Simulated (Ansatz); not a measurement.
Geometry optimisation, RKS PBE-D4/STO-3G (Ansatz).

Input:

```yaml
crystal:
  periodic: [false, false, false]
  atoms:
    - { symbol: C, position_ang: [-0.6356, 0.2892, -0.5463] }
    - { symbol: C, position_ang: [0.6467, -0.2555, -0.1385] }
    - { symbol: S, position_ang: [1.83905, 1.08295, 0.05792] }
    - { symbol: H, position_ang: [-1.3684, -0.4345, -0.6927] }
    - { symbol: H, position_ang: [-0.5746, 0.8482, -1.5328] }
    - { symbol: H, position_ang: [-1.0534, 1.0759, 0.1729] }
    - { symbol: H, position_ang: [0.56011, -0.79761, 0.81226] }
    - { symbol: H, position_ang: [1.03899, -1.01279, -0.89051] }
    - { symbol: H, position_ang: [1.89676, 1.49005, -1.25463] }
basis:
  gaussian: { orbitals: STO-3G }
hamiltonian:
  xc: pbe
  dispersion: d4
relax:
  f_tol: 0.015
  max_steps: 40
```

Command:

```bash
$ ansatz run input.yaml --threads 1 --pin off --max-ram 2048MiB --backend cpu --events-out ev --progress --plain --runs-dir out
```

Problem. Where does it end, and by what steps?

Solution. It converged. Limits of this set-up: minimal basis. After 4 steps the energy has fallen by 0.456 eV; S3 moved furthest, 0.14 Å.

```tsv
step	energy less start (eV)	largest force component (eV/Å)	accepted
0	0.0000	4.785	yes
1	-0.3981	1.174	yes
2	-0.4511	0.371	yes
3	-0.4556	0.045	yes
4	-0.4558	0.008	yes
```

```xyz
9
Properties=species:S:1:pos:R:3
C -0.701 0.326 -0.584
C 0.690 -0.230 -0.153
S 1.972 1.058 0.093
H -1.435 -0.497 -0.676
H -0.633 0.838 -1.563
H -1.082 1.052 0.159
H 0.586 -0.756 0.818
H 1.026 -0.985 -0.896
H 1.927 1.481 -1.210
```

Run time: 5.4 s on 1 thread of Arm Neoverse V2 (shared host), peak memory 0.096 GiB.
